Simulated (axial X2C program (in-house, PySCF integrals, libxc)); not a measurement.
Density and ELF of SiO⁻

Computed with an in-house relativistic program for diatomic molecules. Two-component (2c) means X2C with spin–orbit coupling and atomic mean-field two-electron Coulomb and Gaunt terms. Basis: Si dyall-av3z [9s8p3d2f], O dyall-av3z [7s6p3d2f] (cores contracted in-house); Gaussian nuclei, density fitting, unrestricted open shells. Masses: Si 27.977 u, O 15.995 u.

PBE0, two-component, state Ω = 1/2 (⟨Sz⟩ = -0.50, ⟨Lz⟩ = 1.00 at PBE0); Si at z = 0, O at z = 1.561 Å.

The maps cover the half plane through the axis: z from -2.4 to 3.6 Å along the bond, ρ from 0.15 to 2.25 Å away from it.

log10 of the density in e/bohr³:

```
 ρ\z  -2.4  -1.8  -1.2  -0.6   0.0   0.6   1.2   1.8   2.4   3.0   3.6
0.15  -3.0  -2.3  -1.5  -0.9   1.1  -0.8  -0.1   0.0  -1.1  -2.3  -3.3
0.45  -3.1  -2.3  -1.6  -1.1  -0.3  -1.0  -0.5  -0.4  -1.3  -2.4  -3.4
0.75  -3.1  -2.4  -1.8  -1.3  -1.2  -1.3  -1.0  -1.0  -1.7  -2.6  -3.5
1.05  -3.2  -2.6  -2.0  -1.6  -1.5  -1.6  -1.5  -1.6  -2.1  -2.9  -3.7
1.35  -3.3  -2.7  -2.2  -1.9  -1.8  -1.9  -2.0  -2.1  -2.5  -3.2  -3.9
1.65  -3.4  -2.9  -2.5  -2.2  -2.1  -2.3  -2.4  -2.6  -2.9  -3.5  -4.1
1.95  -3.5  -3.1  -2.7  -2.5  -2.5  -2.6  -2.8  -3.0  -3.3  -3.8  -4.4
2.25  -3.6  -3.3  -2.9  -2.8  -2.8  -2.9  -3.2  -3.4  -3.7  -4.1  -4.7
```

Electron localisation function (collinear form, no current term, damped to 0 at low density):

```
 ρ\z  -2.4  -1.8  -1.2  -0.6   0.0   0.6   1.2   1.8   2.4   3.0   3.6
0.15  0.10  0.71  0.93  0.07  0.51  0.08  0.72  0.35  0.83  0.38  0.04
0.45  0.09  0.68  0.93  0.24  0.52  0.21  0.82  0.85  0.78  0.33  0.03
0.75  0.08  0.61  0.92  0.86  0.13  0.43  0.74  0.81  0.65  0.25  0.02
1.05  0.07  0.52  0.89  0.94  0.71  0.41  0.54  0.63  0.45  0.16  0.01
1.35  0.06  0.43  0.82  0.91  0.77  0.33  0.31  0.37  0.26  0.08  0.00
1.65  0.05  0.34  0.72  0.84  0.69  0.25  0.15  0.17  0.12  0.03  0.00
1.95  0.05  0.26  0.59  0.72  0.56  0.19  0.07  0.06  0.03  0.01  0.00
2.25  0.04  0.18  0.44  0.56  0.42  0.13  0.03  0.01  0.01  0.00  0.00
```

Axial spin density in 10⁻³ e/bohr³:

```
 ρ\z  -2.4  -1.8  -1.2  -0.6    0.0   0.6   1.2    1.8   2.4  3.0  3.6
0.15   0.1   0.5   1.9   2.2  -39.3   0.5  -4.2  -11.5   0.2  0.1  0.0
0.45   0.0   0.2   0.4  -1.9   -0.9   0.3  -4.3  -10.8  -0.2  0.0  0.0
0.75   0.0  -0.2  -1.1  -5.6   -6.8  -0.5  -0.5   -2.7  -0.2  0.0  0.0
1.05  -0.1  -0.4  -1.7  -5.7   -6.4  -1.1   0.3   -0.4  -0.1  0.0  0.0
1.35  -0.2  -0.5  -1.7  -4.1   -4.3  -1.1   0.2    0.1   0.0  0.0  0.0
1.65  -0.2  -0.5  -1.4  -2.6   -2.6  -0.9   0.0    0.1   0.0  0.0  0.0
1.95  -0.2  -0.5  -1.0  -1.6   -1.5  -0.6  -0.1    0.0   0.0  0.0  0.0
2.25  -0.2  -0.4  -0.7  -1.0   -0.9  -0.4  -0.1    0.0   0.0  0.0  0.0
```

One determinant describes the state; a PBE0 search over occupations chose it and may have missed a lower one. Density functionals use the spin component along the axis (collinear). The highest occupied level is positive at some bond lengths even in Hartree–Fock (under at least one Hamiltonian), so the basis set holds the extra electron there; where that holds at Re the anion is at best weakly bound and its constants depend on the basis. The functionals have no current-density term, which raises determinants with orbital currents, atoms included.
